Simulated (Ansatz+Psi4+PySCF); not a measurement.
Results of a calculation; reference values are marked as such.
## Ansatz (development build ahead of 0.2.0) run

```yaml
crystal:
  periodic: [false, false, false]
  atoms:
    - { symbol: B, position_ang: [0.0, 0.0, 0.0] }
    - { symbol: F, position_ang: [0.0, 1.32176, 0.0] }
    - { symbol: F, position_ang: [1.14468, -0.66088, 0.0] }
    - { symbol: F, position_ang: [-1.14468, -0.66088, 0.0] }
basis:
  gaussian: { orbitals: cc-pVTZ }
total_charge: 1
magnetization:
  spin_polarized: true
  initial_magnetization: 1
hamiltonian:
  xc: hf
correlation:
  method: mp2
  frozen_orbitals: { B: 1, F: 1 }
scf:
  omitted_lower_state_checks: [stability, starts, atomic_configurations, cluster_reference, orbital_swaps, given_window_search, neighbouring_geometries, increment]
```

The input is written out in the form of the current development build from the run's settings.

The run gave:

```yaml
Converged: yes
Reference_energy: -322.76469 hartree
Correlation_energy: -0.78308 hartree
Total_energy: -323.54777 hartree
Spin_squared_of_the_determinant: 0.756
Occupied_orbitals_by_symmetry_in_an_Abelian_subgroup_alpha;_beta: 8 A1 1 A2 2 B1 5 B2; 8 A1 1 A2 2 B1 4 B2
```

Caution: large amplitudes, a single reference is doubtful; MP2 on this radical cation hangs on the determinant chosen; the determinant may break the point group; another reference gives a lower total.
